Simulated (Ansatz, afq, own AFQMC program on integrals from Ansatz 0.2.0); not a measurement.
Two steps: Ansatz 0.2.0 writes the Fock matrix and Cholesky factors of the valence space, and afq projects on them the lowest state that overlaps trial and start.

```yaml
crystal:
  periodic: [false, false, false]
  atoms:
    - {symbol: P, position_ang: [0.000000, 0.000000, 0.000000]}
basis:
  gaussian: {orbitals: aug-cc-pVTZ}
magnetization: {spin_polarized: true, initial_magnetization: 3}
correlation: {method: ccsd_t, electrons: outside_noble_gas, hamiltonian_folder: ham}
```

```sh
$ ansatz run in.yaml --threads 1 --pin off --events-out ev --progress --plain --max-ram 24576MiB --backend cuda --devices 0, --max-vram 18GiB
```

afq runs on the folder ham with

```
--method phaseless --trial hf --walkers 4000 --populations 20 --least-time 40 --time-step 0.005 --steps-per-block 20 --equilibration-blocks 112 --max-blocks 4000 --target-error 0.00042 --factor-cut 1e-05 --start spin_pure --seed 768 --taylor-order 6
```

Times are imaginary, in 1/Eh. The walk had a cap of 54 s. With eight or more populations the least sampling time is a fifth of least-time, and the error comes from their spread.

Log:

```
orbitals 45  electrons 4 1  factors 273 of 281
reference energy -340.71649154 Eh
CCSD correlation -0.10172885 Eh in 8 cycles, weight of the determinant in the CISD state 0.9364
energy of the start -340.716493 Eh
 block  time / (1/Eh)  mean weight  energy / Eh
     1     0.100  1.0002  -340.733795
     2     0.200  1.0005  -340.747531
     3     0.300  1.0006  -340.758319
     4     0.400  1.0005  -340.767337
     5     0.500  1.0006  -340.775172
     8     0.800  1.0002  -340.791611
    11     1.100  1.0002  -340.802624
    26     2.600  1.0003  -340.820992
    41     4.100  1.0000  -340.823489
    56     5.600  0.9999  -340.822844
    71     7.100  0.9999  -340.820635
    86     8.600  1.0002  -340.822827
   101    10.100  1.0003  -340.822886
   106    10.600  0.9999  -340.819358
   116    11.600  1.0001  -340.823376
   131    13.100  0.9998  -340.824843
   146    14.600  0.9999  -340.823594
   161    16.100  0.9998  -340.825904
   176    17.600  1.0000  -340.823796
   191    19.100  0.9999  -340.823897
   206    20.600  0.9999  -340.820920
   216    21.600  1.0000  -340.823230
error from the spread of 20 populations
energy -340.823189 +/- 0.000599 Eh
(rows thinned)
```

The run passed its tests (sampling time, drift between the halves within three errors, error under three times the target), which doesn't prove that it has relaxed, ending at its cap on processor time.

Against this walk (error 16.3 meV) on the same determinant: CCSD(T) 26.6 meV higher (within the noise), CCSDT(Q) 0.9 meV higher (within the noise), full CI 0.2 meV higher (within the noise), a separate phaseless walk with a CISD trial and standard settings 4.4 ± 16.3 meV higher (within the noise). The error is statistical and leaves out the bias of the constraint.

Cautions: constraint bias not in the error; error above the target (16.3 against 11.4 meV).

The walk took 56 s on 1 × NVIDIA H100 80GB HBM3 with 2 threads of AMD EPYC 7R13 Processor (Zen 3) (shared host) (the card was shared). The log's last line is the phaseless energy.

CCSDT and higher add their correlation energy to the determinant of the CCSD(T) run, since their own runs factorise the integrals more tightly (a shift of under 2 meV). A walk keeps the symmetry of its determinant, which the program's search chose and which needn't be the lowest solution, so a lower state of the same spin and another symmetry isn't excluded.
